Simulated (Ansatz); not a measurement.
**HGe–NH$_{2}$, triplet: reading a ladder of total energies**

Geometry: that of the HGe–NH2, singlet, kept fixed. The singlet lies 2.7 eV lower here.

```xyz
5

Ge    0.0000   -0.0292    0.3354
N     0.0000    0.0337   -1.4792
H     0.0000    1.5671    0.4649
H     0.0000    0.8718   -2.0380
H     0.0000   -0.8031   -2.0403
```

Basis cc-pVDZ; Ansatz 0.2.0. Only valence electrons are correlated (noble-gas cores and the filled d shells of p-block atoms frozen), which leaves 12 electrons in 41 orbitals. Prefix R: restricted or restricted open-shell reference; prefix U: unrestricted. No spin–orbit coupling is included, and no scalar relativity.

Full CI isn't at hand for all of this; UCCSDT(Q) serves as the reference, and is uncertain by about the last step of the cluster series.

Runs differ by some tens of microhartree through their thresholds and, for an open shell, their frozen cores, so steps under 0.03 kcal/mol mean nothing.

```csv
level,total energy (hartree)
UHF,-2131.446535
UMP2,-2131.684732
UCCSD,-2131.710088
UCCSD(T),-2131.716744
UCCSDT,-2131.717491
UCCSDT(Q),-2131.718084
```

Question: What is the correlation energy at UCCSDT(Q), and what share of it do UMP2 and UCCSD recover?

Answer: E(corr) = -2131.718084 − (-2131.446535) = -0.271549 hartree = -7.389 eV. UMP2: -0.238197 / -0.271549 = 87.72 %. UCCSD: -0.263553 / -0.271549 = 97.06 %.

Question: By how many kcal/mol does UCCSD(T) miss UCCSDT(Q) (1 hartree = 627.509 kcal/mol), and which steps make up the rest?

Answer: -2131.716744 − (-2131.718084) = 0.001340 hartree = 0.84 kcal/mol. Steps: UCCSDT − UCCSD(T) = -0.47, UCCSDT(Q) − UCCSDT = -0.37 kcal/mol. Differences between like states or geometries often cancel part of this.
